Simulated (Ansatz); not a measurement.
Molecule: ozone, O₃ (charge 0, singlet). 
Geometry from a B3LYP-D3(BJ)/def2-TZVP (Ansatz, an electronic-structure program) optimisation:
SMILES: [O+]([O-])=O
```xyz
3

O     -0.0102     1.0756    -0.2169
O      0.0093     0.0011     0.4285
O      0.0009    -1.0767    -0.2116
```
Charge 0, spin multiplicity 1.

Basis-set convergence of Hartree-Fock and MP2 correlation energies (hartree) with Ansatz. Cores are frozen in the correlated levels unless marked. No spin-orbit coupling. No relativistic terms. The program attaches cautions to a run behind MP2/aug-cc-pVDZ: large difference. The program attaches cautions to a run behind MP2/aug-cc-pVTZ: large difference.

The Hartree-Fock reference is unstable (checked in the largest basis), which strains HF and MP2. The T1 diagnostic of CCSD in the largest basis is 0.026, which is high, so the coupled-cluster rows are less sure than usual.

| basis | functions | E(HF) | E(corr, MP2) |
|---|---|---|---|
| aug-cc-pVDZ | 69 | -224.29672 | -0.65830 |
| aug-cc-pVTZ | 138 | [?] | [?] |

Fill in the missing entries.


- aug-cc-pVTZ, E(HF): -224.35153
- aug-cc-pVTZ, E(corr, MP2): -0.78605
